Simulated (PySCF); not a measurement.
Neon: a sound run and one with changed settings

Sound run: Ne [Ne], Ne⁺ [He] 2s2 2p5. All numbers are calculated (PySCF 2.14, scalar relativity by spin-free X2C-1e, in cc-pVTZ-DK (4s3p2d1f, 30 functions)). The sound run starts from symmetry-adapted Hartree-Fock orbitals and uses a fine grid where one is needed.

A second run was set up differently.

```tsv
species	method	sound run (hartree)	changed run (hartree)	converged
Ne	UHF	-128.66875	-128.66875	yes
Ne	M06-2X	-129.06768	-129.19466	yes
Ne	MN15	-129.05006	-129.13418	yes
Ne⁺	UHF	-127.94653	-127.94653	yes
Ne⁺	M06-2X	-128.27660	-128.37678	yes
Ne⁺	MN15	-128.25498	-128.26916	yes
```

Ionisation energy of Ne:

```tsv
method	sound run (eV)	changed run (eV)
UHF	19.653	19.653
M06-2X	21.526	22.256
MN15	21.635	23.538
```

(1) What was changed?
A. level shift left on
B. basis contracted for another Hamiltonian
C. angular grid far too coarse
D. too few SCF iterations

## Answers

(1) C. It used 6 angular points. A coarse angular grid integrates products of high-l functions wrongly, so density functionals can shift, and the SCF can exploit the error; Hartree-Fock and MP2 need no grid.
